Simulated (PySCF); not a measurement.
# propargyl alcohol: calculation and literature

Numbering as in the mapped SMILES `[CH:1]#[C:2][CH2:3][OH:4]` (H(Xn): hydrogen on atom n).

PySCF 2.14 calculation with GIAO PBE0/pcSseg-1 shieldings, B3LYP/pcJ-1 coupling constants and GFN2-xTB geometry; equivalent nuclei averaged, no solvent, relativity neglected, a single conformation.

Reference values: measured (solution, not stated per compound (mostly CDCl3 or CCl4); Pretsch, Buehlmann, Badertscher, Structure Determination of Organic Compounds, 4th ed. (2009)).
| atoms | quantity | reference | computed | computed, scaled |
| --- | --- | --- | --- | --- |
| C2 | δ $^{13}$C | 83.0 | 85.6 | 81.3 |
| C1 | δ $^{13}$C | 73.8 | 81.3 | 77.1 |

Reference values: measured (liquid, neat, 295 K; 17O NMR survey of organic solvents and oxofluorinated compounds, PMC5915748).
```tsv
atoms	quantity	reference	computed	computed, scaled
O4	δ $^{17}$O vs D2O (external)	3.3	–	-17.3
```

Computed shifts are σ(ref) − σ with the named reference compound (TMS for H and C) calculated as an isolated molecule at the same level. The measured values may be among those fitted. Expected solution values come from regression of measured δ (H and C: mostly CDCl3, vs TMS) on computed σ: $^{13}$C: δ = 179.97 − 0.974σ (rms 2.1 ppm, 958 shifts, 2.3 ppm with the 13 outliers that the fit left out); $^{17}$O: δ = 266.70 − 0.911σ (rms 10.7 ppm, 155 shifts, 12.2 ppm with the 3 outliers that the fit left out vs liquid water, solution or neat liquid). Occasional misses reach two or three times the rms, and more in compound classes unlike the fitted ones.

Coupling constants in Hz:
| coupling | reference | computed | source |
| --- | --- | --- | --- |
| $^{1}J$(C1,H(C1)) | 248.0 | 264.8 | measured; liquid or solution (compiled); San Fabian, Garcia de la Vega, Suardiaz et al., Magn. Reson. Chem. 2013, 51, 775 (SI) |

How far are the unscaled $^{13}$C shifts from the references?

Results:

Mean signed difference +5.05 ppm, mean absolute 5.05 ppm over 2 comparisons; the largest is +7.5 ppm at C1 (terminal alkyne carbon).
